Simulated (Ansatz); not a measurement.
# SiNH+ (doublet): from Hartree-Fock to the top rungs, def2-TZVPP

An exercise on one series of results from a longer session: the logs are not shown, and one member is left open.

Method: def2-TZVPP, core rule «outside noble gas», up to 6 orbitals frozen; program: Ansatz 0.2.0, Gaussian basis.

The runs, in order: UHF; ROHF; CCSD(T) on UHF.

2 further runs of the same task are left out: 2 set aside as unsound or not needed.

### The system

The geometry is a PBE0/def2-TZVP stationary point (not a proven minimum) of the parent state, kept for this charge and spin.

3 atoms, charge 1, spin multiplicity 2.

Atoms are counted from 1 here; the program's logs count them from 0.

Bond lengths: Si1–N2 1.557 Å, Si1–H3 1.487 Å. Angles: N2–Si1–H3 180.0°.

Geometry (Å):

```
Si    0.0000    0.0000    0.0233
N     0.0000    0.0000   -1.5337
H     0.0000    0.0000    1.5104
```

The first run:

Input file in.yaml:

```yaml
crystal:
  periodic: [false, false, false]
  atoms:
    - {symbol: Si, position_ang: [0.000000, 0.000000, 0.023261]}
    - {symbol: N, position_ang: [0.000000, 0.000000, -1.533674]}
    - {symbol: H, position_ang: [0.000000, 0.000000, 1.510413]}
basis:
  gaussian: {orbitals: def2-TZVPP}
total_charge: 1
magnetization: {spin_polarized: true, initial_magnetization: 1}
hamiltonian: {xc: hf}
output: {orbitals: {seedname: orbitals}}
```

The run is started by

```sh
$ ansatz run in.yaml --threads 1 --pin off --events-out ev --progress --plain --max-ram 2560MiB --backend cpu
```

Among the steps run: UHF; ROHF; CCSD(T) on UHF.

One of the session's tables, all rows but one given; the rest of the session is left out.

```
  method  from UCCSD(T) (kcal/mol)
    ROHF                   +183.96
     UHF                         ?
    UMP2                    +32.24
   UCCSD                     +8.93
UCCSD(T)                         0
```

**Question.** Estimate the row for UHF.

**Answer.** from UCCSD(T) (kcal/mol): +179.49. In the column «from UCCSD(T) (kcal/mol)» it lies between UMP2 (+32.24) and ROHF (+183.96).
